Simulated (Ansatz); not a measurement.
**One shape, several levels: doublet C5H12S+**

We compute a comparison of 6 runs (UHF/STO-3G, UHF/3-21G, UHF/6-31G*, UBLYP/6-31G*, UPBE/6-31G*, USVWN5/6-31G*) of doublet C5H12S+. 

Program for the calculation: Ansatz 0.2.0.

28 further runs of the same task are left out: 28 set aside as unsound or not needed.

## 1. The molecule

The species is C5H12S+ (18 atoms), meant as a doublet with charge +1. As SMILES of the parent species, `CCC(C)(C)S`. The coordinates come from a PBE0-D4/def2-TZVP relaxation. This is one conformer, not always the lowest. That shape belongs to the parent species and isn't relaxed for this state.

Some bond lengths: C1–C2 1.517 Å, C2–C3 1.532 Å, C3–C4 1.524 Å, C3–C5 1.521 Å, C3–S6 1.837 Å, C1–H7 1.092 Å, C1–H8 1.092 Å, C1–H9 1.092 Å, C2–H10 1.098 Å, C2–H11 1.094 Å, C4–H12 1.092 Å, C4–H13 1.094 Å, C4–H14 1.093 Å, C5–H15 1.091 Å, C5–H16 1.091 Å, C5–H17 1.095 Å. Some angles: C1–C2–C3 116.5°, C2–C3–C4 108.9°, C2–C3–C5 111.9°, C2–C3–S6 111.3°, C4–C3–C5 109.8°, C4–C3–S6 104.6°, C5–C3–S6 110.0°, C1–C2–H10 109.2°, C1–C2–H11 109.3°, C3–C2–H10 106.9°.

## 2. The energy at UHF/STO-3G (run 1)

run.yaml reads:

```yaml
crystal:
  periodic: [false, false, false]
  atoms:
    - {symbol: C, position_ang: [-0.427530, 0.732120, -1.876320]}
    - {symbol: C, position_ang: [0.494570, -0.068410, -0.976560]}
    - {symbol: C, position_ang: [-0.009790, -0.350710, 0.442370]}
    - {symbol: C, position_ang: [1.022400, -1.202040, 1.172790]}
    - {symbol: C, position_ang: [-0.265080, 0.931280, 1.220620]}
    - {symbol: S, position_ang: [-1.527650, -1.384490, 0.417880]}
    - {symbol: H, position_ang: [-1.369300, 0.205920, -2.047740]}
    - {symbol: H, position_ang: [0.038310, 0.891140, -2.851140]}
    - {symbol: H, position_ang: [-0.655620, 1.716620, -1.461320]}
    - {symbol: H, position_ang: [1.450660, 0.461750, -0.875440]}
    - {symbol: H, position_ang: [0.720390, -1.027920, -1.451430]}
    - {symbol: H, position_ang: [0.700830, -1.424700, 2.192160]}
    - {symbol: H, position_ang: [1.972540, -0.662900, 1.222160]}
    - {symbol: H, position_ang: [1.196730, -2.146490, 0.651740]}
    - {symbol: H, position_ang: [-1.047200, 1.538610, 0.761850]}
    - {symbol: H, position_ang: [-0.573100, 0.705230, 2.242560]}
    - {symbol: H, position_ang: [0.649600, 1.532690, 1.259240]}
    - {symbol: H, position_ang: [-2.370770, -0.447710, -0.043420]}
basis:
  gaussian: {orbitals: STO-3G}
total_charge: 1
accuracy: high
output: {orbitals: {seedname: orbitals}}
magnetization: {spin_polarized: true, initial_magnetization: 1}
hamiltonian: {xc: hf}
```

Command:

```bash
ansatz run run.yaml --threads 1 --pin off --max-ram 3480MiB --events-out events.jsonl --progress --plain --runs-dir runs
```

Output:

```text
Warning: RAYON_NUM_THREADS=1 ignored (pool sized by the plan → 1); use --threads N
Functional definition: HF
  name "HF"
  exchange = exact_x
  correlation = 0
1078 factors; integrals over basis functions are off by at most 2.2e-9 eV
mean field evaluation 1: about -15971.5735 eV, gradient 1.2e1 eV
mean field evaluation 2: about -15971.9712 eV, gradient 1.2e1 eV
mean field evaluation 4: about -15973.2425 eV, gradient 1.0e0 eV
mean field evaluation 8: about -15973.2628 eV, gradient 9.5e-4 eV
mean field -15973.26280540 eV, -587.0065810321 hartree, gradient 4.0e-8 eV, S^2 0.758977; 0 other end points of the search recorded, 0 dependent functions left out
reference -15973.26280540 eV, -587.0065810321 hartree; 29, 28 occupied and 17, 18 virtual orbitals, 1078 factors
Total energy: -15973.26280540 eV, -587.0065810321 hartree
```

Run time: 1.8 s. Hardware: 1 thread of Arm Neoverse V1, shared host; peak memory 0.13 GiB.

## 3. A single-point energy at UHF/3-21G (run 2)

job.yaml reads:

```yaml
crystal:
  periodic: [false, false, false]
  atoms:
    - {symbol: C, position_ang: [-0.427530, 0.732120, -1.876320]}
    - {symbol: C, position_ang: [0.494570, -0.068410, -0.976560]}
    - {symbol: C, position_ang: [-0.009790, -0.350710, 0.442370]}
    - {symbol: C, position_ang: [1.022400, -1.202040, 1.172790]}
    - {symbol: C, position_ang: [-0.265080, 0.931280, 1.220620]}
    - {symbol: S, position_ang: [-1.527650, -1.384490, 0.417880]}
    - {symbol: H, position_ang: [-1.369300, 0.205920, -2.047740]}
    - {symbol: H, position_ang: [0.038310, 0.891140, -2.851140]}
    - {symbol: H, position_ang: [-0.655620, 1.716620, -1.461320]}
    - {symbol: H, position_ang: [1.450660, 0.461750, -0.875440]}
    - {symbol: H, position_ang: [0.720390, -1.027920, -1.451430]}
    - {symbol: H, position_ang: [0.700830, -1.424700, 2.192160]}
    - {symbol: H, position_ang: [1.972540, -0.662900, 1.222160]}
    - {symbol: H, position_ang: [1.196730, -2.146490, 0.651740]}
    - {symbol: H, position_ang: [-1.047200, 1.538610, 0.761850]}
    - {symbol: H, position_ang: [-0.573100, 0.705230, 2.242560]}
    - {symbol: H, position_ang: [0.649600, 1.532690, 1.259240]}
    - {symbol: H, position_ang: [-2.370770, -0.447710, -0.043420]}
basis:
  gaussian:
    orbitals: 3-21G.json
total_charge: 1
magnetization:
  spin_polarized: true
  initial_magnetization: 1
hamiltonian:
  xc: hf
accuracy: high
output: {orbitals: {seedname: orbitals}}
```

The basis set 3-21G is read from a file made from the Basis Set Exchange's data (not shown).

Command:

```bash
ansatz run job.yaml --threads 1 --pin off --max-ram 3480MiB --events-out events.jsonl --progress --plain --runs-dir runs
```

Output:

```text
Warning: RAYON_NUM_THREADS=1 ignored (pool sized by the plan → 1); use --threads N
[... 4 set-up lines as earlier in the session ...]
2089 factors; integrals over basis functions are off by at most 1.0e-8 eV
mean field evaluation 1: about -16063.7657 eV, gradient 2.7e1 eV
mean field evaluation 2: about -16064.4591 eV, gradient 2.7e1 eV
mean field evaluation 4: about -16068.4955 eV, gradient 2.6e0 eV
mean field evaluation 8: about -16068.5702 eV, gradient 1.6e-1 eV
mean field evaluation 16: about -16068.5711 eV, gradient 9.9e-8 eV
mean field -16068.57112773 eV, -590.5090972754 hartree, gradient 9.9e-8 eV, S^2 0.758426; 0 other end points of the search recorded, 0 dependent functions left out
reference -16068.57112773 eV, -590.5090972754 hartree; 29, 28 occupied and 53, 54 virtual orbitals, 2089 factors
Total energy: -16068.57112773 eV, -590.5090972754 hartree
```

Wall time 3.6 s (1 thread of Arm Neoverse V1, shared host); peak memory 0.35 GiB.

Runs 3 to 5 aren't shown in full; the table further down has their settings and results.

## 4. The energy at USVWN5/6-31G(d) (spherical functions) (run 6)

input.yaml reads:

```yaml
crystal:
  periodic: [false, false, false]
  atoms:
    - {symbol: C, position_ang: [-0.427530, 0.732120, -1.876320]}
    - {symbol: C, position_ang: [0.494570, -0.068410, -0.976560]}
    - {symbol: C, position_ang: [-0.009790, -0.350710, 0.442370]}
    - {symbol: C, position_ang: [1.022400, -1.202040, 1.172790]}
    - {symbol: C, position_ang: [-0.265080, 0.931280, 1.220620]}
    - {symbol: S, position_ang: [-1.527650, -1.384490, 0.417880]}
    - {symbol: H, position_ang: [-1.369300, 0.205920, -2.047740]}
    - {symbol: H, position_ang: [0.038310, 0.891140, -2.851140]}
    - {symbol: H, position_ang: [-0.655620, 1.716620, -1.461320]}
    - {symbol: H, position_ang: [1.450660, 0.461750, -0.875440]}
    - {symbol: H, position_ang: [0.720390, -1.027920, -1.451430]}
    - {symbol: H, position_ang: [0.700830, -1.424700, 2.192160]}
    - {symbol: H, position_ang: [1.972540, -0.662900, 1.222160]}
    - {symbol: H, position_ang: [1.196730, -2.146490, 0.651740]}
    - {symbol: H, position_ang: [-1.047200, 1.538610, 0.761850]}
    - {symbol: H, position_ang: [-0.573100, 0.705230, 2.242560]}
    - {symbol: H, position_ang: [0.649600, 1.532690, 1.259240]}
    - {symbol: H, position_ang: [-2.370770, -0.447710, -0.043420]}
basis:
  gaussian: {orbitals: 6-31G_st_-spherical.json}
total_charge: 1
magnetization: {spin_polarized: true, initial_magnetization: 1}
hamiltonian: {xc: {name: SVWN5}}
accuracy: high
output: {orbitals: {seedname: orbitals}}
```

The basis set 6-31G* is read from a file made from the Basis Set Exchange's data (not shown).

Command:

```bash
ansatz run input.yaml --threads 1 --pin off --max-ram 3480MiB --events-out events.jsonl --progress --plain --runs-dir runs
```

Output:

```text
Warning: RAYON_NUM_THREADS=1 ignored (pool sized by the plan → 1); use --threads N
Functional definition: SVWN5
  name "SVWN5"
  exchange = slater_x
  correlation = vwn5_c
2908 factors; integrals over basis functions are off by at most 3.9e-9 eV
mean field evaluation 1: about -16091.4397 eV, gradient 7.3e1 eV
mean field evaluation 2: about -15951.8688 eV, gradient 1.5e2 eV
mean field evaluation 4: about -16117.4190 eV, gradient 1.3e1 eV
mean field evaluation 8: about -16118.3213 eV, gradient 1.7e-1 eV
mean field evaluation 16: about -16118.3049 eV, gradient 4.1e-4 eV
mean field evaluation 32: about -16115.4658 eV, gradient 1.0e1 eV
mean field -16118.30490055 eV, -592.3367797157 hartree, gradient 5.1e-8 eV, S^2 0.751230; 6 other end points of the search recorded, 0 dependent functions left out
reference -16118.30490330 eV, -592.3367798169 hartree; 29, 28 occupied and 83, 84 virtual orbitals, 2908 factors
Total energy: -16118.30490330 eV, -592.3367798169 hartree
```

Run time: 18 s. Hardware: 1 thread of Arm Neoverse V1, shared host; peak memory 0.48 GiB.

## 5. The series

```
run                                level  energy (Eh)  HOMO energy (eV)  LUMO energy (eV)   ⟨S²⟩  wall time
  1                           UHF/STO-3G  -587.006581            -16.65             -4.10  0.759      1.8 s
  2                            UHF/3-21G  -590.509097            -17.42             -6.71  0.758      3.6 s
  3     UHF/6-31G* (spherical functions)  -593.542584            -17.41             -6.43  0.763       13 s
  4   UBLYP/6-31G* (spherical functions)  -595.461279            -12.56            -11.78  0.752       31 s
  5    UPBE/6-31G* (spherical functions)  -595.142547            -12.67            -11.87  0.752       33 s
  6  USVWN5/6-31G* (spherical functions)  -592.336780            -12.72            -12.11  0.751       18 s
```

## 6. What came out

```
                                 quantity          value
                      run 6: total energy  -592.33678 Eh
run 6: HOMO energy (highest over α and β)      -12.72 eV
 run 6: LUMO energy (lowest over α and β)      -12.11 eV
                              run 6: ⟨S²⟩          0.751
```

**Reading.** Totals of different functionals can't be ranked against each other. In run 1 the basis is minimal, so the values are rough. All runs together took 100 s, the longest 33 s.
